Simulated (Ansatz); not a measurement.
# MgN2H4 (SMILES [NH2][Mg][NH2]): a rigid scan of the angle H5–N1–Mg2

How does the energy rise as the angle H5–N1–Mg2 leaves its equilibrium value, and do density functionals follow CCSD(T)? No other atom is relaxed.

Program: Ansatz 0.2.0, Gaussian basis. Level of theory: single points in def2-TZVPP. These are calculated values, not measurements.

Levels: PBE-D4, r2SCAN-D4, PBE0-D4, B3LYP-D4, wB97M-V, Hartree-Fock, MP2, CCSD, CCSD(T). The scan takes 108.5, 113.0, 117.5, 122.0, 126.5, 131.0, 135.5, 140.0, 144.5°.

Correlated methods freeze the cores. The outer core shell of Li, Na, Mg and K is correlated. B3LYP uses VWN-RPA correlation.

19 further runs of the same task are left out: 19 set aside as unsound or not needed.

### Step 1. Where the work starts

The minimum, relaxed at PBE0-D4: SMILES `[NH2][Mg][NH2]`, 7 atoms, charge 0, spin multiplicity 1.

Atoms are counted from 1 here; the program's logs count them from 0.

Bond lengths: N1–Mg2 1.886 Å, N1–H4 1.009 Å, N1–H5 1.009 Å, Mg2–N3 1.886 Å, N3–H6 1.009 Å, N3–H7 1.009 Å. Angles: Mg2–N1–H4 126.4°, Mg2–N1–H5 126.5°, H4–N1–H5 107.1°, N1–Mg2–N3 180.0°, Mg2–N3–H6 126.5°, Mg2–N3–H7 126.5°, H6–N3–H7 107.1°.

Geometry (Å):

```xyz
7
charge 0, multiplicity 1
N    -1.56718   -0.03359   -1.04223
Mg    0.00885   -0.00965   -0.00668
N     1.58473    0.01418    1.02908
H    -2.31199   -0.71166   -0.98462
H    -1.82440    0.62930   -1.75794
H     2.45751   -0.43863    0.80315
H     1.71370    0.48206    1.91355
```

Energies of the minimum (eV), from earlier single points: PBE-D4 -8484.98126, r2SCAN-D4 -8489.62891, PBE0-D4 -8485.62459, B3LYP-D4 -8492.94161, wB97M-V -8490.45820, CCSD(T) -8479.23775.

At the minimum the angle H5–N1–Mg2 is 126.5°.

### Step 2. H5–N1–Mg2 = 108.5°

ccsdt-tzvpp/in.yaml reads:

```yaml
crystal:
  periodic: [false, false, false]
  atoms:
    - {symbol: N, position_ang: [-1.567181, -0.033595, -1.042231]}
    - {symbol: Mg, position_ang: [0.008845, -0.009649, -0.006685]}
    - {symbol: N, position_ang: [1.584727, 0.014176, 1.029081]}
    - {symbol: H, position_ang: [-2.311994, -0.711655, -0.984620]}
    - {symbol: H, position_ang: [-1.547256, 0.752925, -1.673749]}
    - {symbol: H, position_ang: [2.457508, -0.438632, 0.803148]}
    - {symbol: H, position_ang: [1.713696, 0.482060, 1.913548]}
basis:
  gaussian: {orbitals: def2-TZVPP}
correlation: {method: ccsd_t}
```

No record of the launch command was kept for these runs.

The runs that follow: H5–N1–Mg2 = 113.0°; H5–N1–Mg2 = 117.5°; H5–N1–Mg2 = 122.0°; H5–N1–Mg2 = 126.5°; H5–N1–Mg2 = 131.0°; H5–N1–Mg2 = 135.5°; H5–N1–Mg2 = 140.0°; H5–N1–Mg2 = 144.5°.

Q: Predict the outcome of this session. Wanted: highest point, CCSD(T); lowest point, CCSD(T); minimum along the scan, CCSD(T); RMS deviation from CCSD(T); largest T1 diagnostic.

The runs gave:

| quantity | value |
| --- | --- |
| highest point, CCSD(T) | 0.242 eV at 108.5° |
| lowest point, CCSD(T) | 0.000 eV at 126.5° |
| minimum along the scan, CCSD(T) | 127.2° |
| curvature there | 1.47 meV/deg² |
| RMS deviation from CCSD(T) | PBE-D4 0.013, r2SCAN-D4 0.003, PBE0-D4 0.008, B3LYP-D4 0.010, wB97M-V 0.007, Hartree-Fock 0.014, MP2 0.002, CCSD 0.002 eV |
| largest T1 diagnostic | 0.009 |

A polynomial through the near points puts the CCSD(T) minimum 0.7° above the PBE0-D4 value. Curvature against CCSD(T): PBE-D4 -6 %, Hartree-Fock +10 %. The curve of MP2 lies nearest to CCSD(T), that of Hartree-Fock farthest.
